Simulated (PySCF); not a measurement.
# Carbon: a sound run and one with changed settings

Sound run: C [He] 2s2 2p2, C⁺ [He] 2s2 2p1. All numbers are calculated (PySCF 2.14, the spin-free X2C one-electron Hamiltonian (Gaussian nucleus), in cc-pVDZ-DK). The sound run starts from symmetry-adapted Hartree-Fock orbitals and uses a fine grid where one is needed.

A second run was set up differently.

```csv
species,method,sound run (hartree),changed run (hartree),converged
C,UHF,-37.70147,-37.70144,no
C,PBE,-37.80396,-37.80258,no
C,PBE0,-37.81429,-37.81378,no
C⁺,UHF,-37.30463,-37.30463,no
C⁺,PBE,-37.38121,-37.38105,no
C⁺,PBE0,-37.39166,-37.39159,no
```

Problem. What was changed?
A. minimal basis
B. radial grid too coarse
C. all electrons correlated in a valence basis
D. level shift left on

Solution. D. It used initial guess 1e, at most 50 SCF cycles, level shift 10.0 hartree. A level shift slows the SCF but leaves a converged energy unchanged.
